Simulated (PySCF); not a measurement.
**C₂H₃F, a complex of two parts: interaction energy**

The task here is to estimate one member of a computed series from the others.

Computed with PySCF 2.14.0; each step states its level. No surroundings beyond the atoms listed, unless a continuum is named. Atoms count from 0, parts from 1.

## The system as given

6 atoms, charge 0, multiplicity 1; geometry: GFN2-xTB. Parts: 1 = atoms 0–1, `F`, charge 0; 2 = atoms 2–5, `C#C`, charge 0.

Set-up of the first run:

What the job is given:

```
{"job": {"xc": "PBE0", "basis": "def2-TZVPD", "d3": "d3bj", "grid": 3, "kind": "geom", "shake": 0.01}, "charge": 0, "multiplicity": 1, "parts": [{"atoms": "0-1", "charge": 0, "multiplicity": 1}, {"atoms": "2-5", "charge": 0, "multiplicity": 1}]}
F      0.298840    -0.056034     0.102687
H     -0.546334     0.099921    -0.361128
C     -2.001771     0.154102    -1.800182
C     -2.443094     0.613602    -0.804127
H     -1.561915    -0.246627    -2.679285
H     -2.917696     1.019748     0.063431
```

Run with:

```sh
$ OMP_NUM_THREADS=1 python cluster_run.py task.json out
```

One launch serves the whole session: the jobs run in the order shown.

Steps of the session up to this table: Optimising the geometry at PBE0-D3(BJ)/def2-TZVPD; Coupled-cluster interaction energy: CCSD(T) and MP2, 2.16 Å; Coupled-cluster interaction energy: CCSD(T) and MP2, 2.27 Å; Coupled-cluster interaction energy: CCSD(T) and MP2, 2.38 Å; Coupled-cluster interaction energy: CCSD(T) and MP2, 2.05 Å; Coupled-cluster interaction energy: CCSD(T) and MP2, 2.70 Å; Coupled-cluster interaction energy: CCSD(T) and MP2, 1.95 Å; Coupled-cluster interaction energy: CCSD(T) and MP2, 3.24 Å; Coupled-cluster interaction energy: CCSD(T) and MP2, 4.32 Å.

One of the session's tables, all rows but one given; the rest of the session is left out.

It belongs to the step «Coupled-cluster interaction energy: CCSD(T) and MP2, 4.32 Å». 

| method | interaction energy (kcal/mol) |
| --- | --- |
| HF/aug-cc-pVDZ | -0.66 |
| MP2/aug-cc-pVDZ | ? |
| CCSD/aug-cc-pVDZ | -0.61 |
| CCSD(T)/aug-cc-pVDZ | -0.61 |
| HF/aug-cc-pVQZ | -0.66 |
| MP2/aug-cc-pVQZ | -0.63 |
| SCS-MP2/aug-cc-pVQZ | -0.61 |
| MP2, extrapolated | -0.63 |
| CCSD(T), limit estimate | -0.63 |

Estimate the missing values for MP2/aug-cc-pVDZ.

As computed: interaction energy (kcal/mol): -0.62. In the column «interaction energy (kcal/mol)» it lies between CCSD(T), limit estimate (-0.63) and CCSD/aug-cc-pVDZ (-0.61).
